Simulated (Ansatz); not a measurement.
# CH3Cl (singlet): the correlation ladder, cc-pV(T+d)Z

The task here is to estimate one member of a computed series from the others.

Program: Ansatz 0.2.0, Gaussian basis. Level of theory: cc-pV(T+d)Z, core rule «outside noble gas», up to 6 orbitals frozen. These are calculated values, not measurements.

The runs, in order: UHF; CCSD(T) on RHF; BCCD(T) on RHF; CISD; CCSDT(Q) on RHF; CASSCF and MRCISD+Q, 14 electrons in 11 orbitals; CASSCF and NEVPT2, 14 electrons in 11 orbitals.

18 further runs of the same task are left out: 1 that didn't finish, 17 set aside as unsound or not needed.

### What is computed

The geometry is an MP2(full)/6-31G* stationary point (not a proven minimum).

5 atoms, charge 0, spin multiplicity 1.

Atoms are counted from 1 here; the program's logs count them from 0.

Bond lengths: C1–Cl2 1.777 Å, C1–H3 1.088 Å, C1–H4 1.088 Å, C1–H5 1.088 Å. Angles: Cl2–C1–H3 108.9°, Cl2–C1–H4 108.9°, Cl2–C1–H5 108.9°, H3–C1–H4 110.0°, H3–C1–H5 110.0°, H4–C1–H5 110.0°.

Coordinates:

```xyz
5
charge 0, multiplicity 1
C     0.00000    0.00000   -1.22694
Cl    0.00000    0.00000    0.55040
H     0.00000    1.02932   -1.57983
H     0.89141   -0.51466   -1.57983
H    -0.89141   -0.51466   -1.57983
```

Set-up of the first run:

in.yaml reads:

```yaml
crystal:
  periodic: [false, false, false]
  atoms:
    - {symbol: C, position_ang: [0.000000, 0.000000, -1.226936]}
    - {symbol: Cl, position_ang: [0.000000, 0.000000, 0.550404]}
    - {symbol: H, position_ang: [0.000000, 1.029318, -1.579827]}
    - {symbol: H, position_ang: [0.891415, -0.514659, -1.579827]}
    - {symbol: H, position_ang: [-0.891415, -0.514659, -1.579827]}
basis:
  gaussian: {orbitals: "cc-pV(T+d)Z.json"}
magnetization: {spin_polarized: true, initial_magnetization: 0}
hamiltonian: {xc: hf}
output: {orbitals: {seedname: orbitals}}
```

Run with:

```sh
ansatz run in.yaml --threads 1 --pin off --events-out ev --progress --plain --max-ram 3956MiB --backend cpu
```

Steps of the session up to this table: UHF; CCSD(T) on RHF; BCCD(T) on RHF; CISD; CCSDT(Q) on RHF; CASSCF and MRCISD+Q, 14 electrons in 11 orbitals; CASSCF and NEVPT2, 14 electrons in 11 orbitals.

One table of the session follows, with a row left open; its other results are not shown here.

```
          method  from RCCSDT(Q) (meV)
             RHF              +11460.9
            RMP2                     ?
            CISD               +1485.1
           RCCSD                +457.0
        RCCSD(T)                 +36.4
         BCCD(T)                 +34.8
          RCCSDT                 +17.7
       RCCSDT(Q)                     0
  CASSCF valence               +9095.7
  NEVPT2 valence               +2078.3
  MRCISD valence                +961.2
MRCISD+Q valence                +161.4
```

Estimate the missing values for RMP2.

As computed: from RCCSDT(Q) (meV): +1304.5. In the column «from RCCSDT(Q) (meV)» it lies between MRCISD valence (+961.2) and CISD (+1485.1).

With the free atoms at the same levels and basis (separate runs), the atomisation energy is 16.727 eV at RCCSDT(Q), 16.727 eV at RCCSD(T), 12.845 eV at RHF.
